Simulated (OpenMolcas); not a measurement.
## Predicting a hybrid from its neighbours: C3H4 (propyne)

C3H4: 7 atoms, total charge 0, spin state singlet. SMILES: `C#CC`. Geometry: relaxed at PBE0-D4/def2-TZVP.

The electronic atomisation energy y, in eV, basis def2-SVPD; a is the functional's share of exact exchange. Programs: OpenMolcas 26.06.

```
functional     program     a  y (eV)
      TPSS  OpenMolcas     0   30.86
       PBE  OpenMolcas     0   31.50
     B3LYP  OpenMolcas   0.2   30.66
      PBE0  OpenMolcas  0.25       ?
     BHLYP  OpenMolcas   0.5   29.81
```

Question: Fit y = c + s·a to the known rows and predict PBE0.

Answer: 
1. Means of the 4 rows: a = 0.1750, y = 30.707.
2. Σ(Δa)² = 0.1675, Σ(Δa·Δy) = -0.45825, so the slope is -0.45825/0.1675 = -2.7358.
3. Intercept: 30.707 − (-2.7358) × 0.1750 = 31.186. The largest residual of the fit is 0.33.
4. PBE0: 31.186 + (-2.7358) × 0.25 = 30.50 eV.

The run gave 30.95 eV, so the prediction is off by -0.45 eV, about the scatter of the fit. The rows mix families of semi-local functionals, which the line can't see.
